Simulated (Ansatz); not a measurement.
`[BH3-][PH3+]`, relaxed with RKS PBE0-D4/def2-TZVP in Ansatz from a PBE-D4/def2-SVP geometry. The force threshold is 0.005 eV/Å; the program also tests the step.

Charge 0, multiplicity 1.

Start:

```xyz
8

B    -0.379   -0.829   -0.634
P     0.280    0.605    0.469
H    -1.543   -0.505   -0.862
H    -0.258   -1.828    0.067
H     0.355   -0.803   -1.618
H     0.271    1.932   -0.065
H     1.636    0.561    0.926
H    -0.362    0.867    1.718
```

(1) How much energy does the relaxation release, and in how many steps? (Best estimate.)

(2) Which bonds change most? (An estimate is asked.)

(3) Give the relaxed structure. (An estimate is asked.)

Answers

(1) The calculation gave: 0.68 kcal/mol, in 4 steps.

(2) Computed: P2–H7 from 1.431 to 1.408 Å; P2–H6 from 1.430 to 1.408 Å; P2–H8 from 1.429 to 1.408 Å; B1–H3 from 1.229 to 1.209 Å.

(3) Ansatz gave: 
```xyz
8

B    -0.375   -0.816   -0.627
P     0.279    0.607    0.466
H    -1.522   -0.503   -0.851
H    -0.250   -1.796    0.070
H     0.349   -0.793   -1.595
H     0.269    1.910   -0.067
H     1.615    0.542    0.908
H    -0.365    0.848    1.695
```
